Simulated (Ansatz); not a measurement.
Run this with the Ansatz DFT code, driven from Python and show what comes out.

The script, `co_cas.py`:
```python
from dataclasses import dataclass

import ansatz
from ase import Atoms


@dataclass(frozen=True)
class RunConfig:
    basis: str = "6-31G*"


cfg = RunConfig()


def main() -> None:
    atoms = Atoms(["C", "O"], positions=[
        (0.0, 0.0, 0.0),
        (0.0, 0.0, 1.31),
    ])
    molecule = ansatz.Crystal.molecule_from_ase(atoms)

    setup = molecule.calculation()
    setup = setup.basis(gaussian=cfg.basis)
    setup = setup.correlation(active_electrons=4, active_orbitals=5)
    for method in [None, "sc_nevpt2", "fic_mrcisd_q"]:
        rep = (setup if method is None else setup.correlation(method)).run(threads=1).report
        space = rep["configurations"]
        state = space["states"][0]
        print(method or "casscf", f"total {rep['free_energy_ev'] / 27.211386246:.6f} Ha, active-space state {state['energy']['hartree']:.6f} Ha, mean field {rep['reference_energy_ev'] / 27.211386246:.6f} Ha")
        print("  determinants", state["n_determinants"], " natural occupations", [round(n, 3) for n in space["natural_occupations"]])


if __name__ == "__main__":
    main()
```

```console
$ python co_cas.py
casscf total -112.760371 Ha, active-space state -112.760371 Ha, mean field -112.667673 Ha
  determinants 100  natural occupations [1.928, 1.925, 0.073, 0.072, 0.002]
sc_nevpt2 total -112.968922 Ha, active-space state -112.760371 Ha, mean field -112.667673 Ha
  determinants 52  natural occupations [1.928, 1.925, 0.073, 0.072, 0.002]
fic_mrcisd_q total -112.999586 Ha, active-space state -112.760371 Ha, mean field -112.667673 Ha
  determinants 52  natural occupations [1.928, 1.925, 0.073, 0.072, 0.002]
```

These settings explore the input space; basis and method may be short of convergence. The geometry is a force-field or estimated start, not a minimum of this method, and the basis set is short of its limit. The active space starts as a window about the frontier orbitals and is then optimised, not chosen by chemistry. The spin state was assumed, and another may lie lower. Run time: 3 s on 1 thread of Arm Neoverse V2 (shared host), peak memory 0.16 GiB.

(Lines on the test bed's own set-up are left out of the output.)
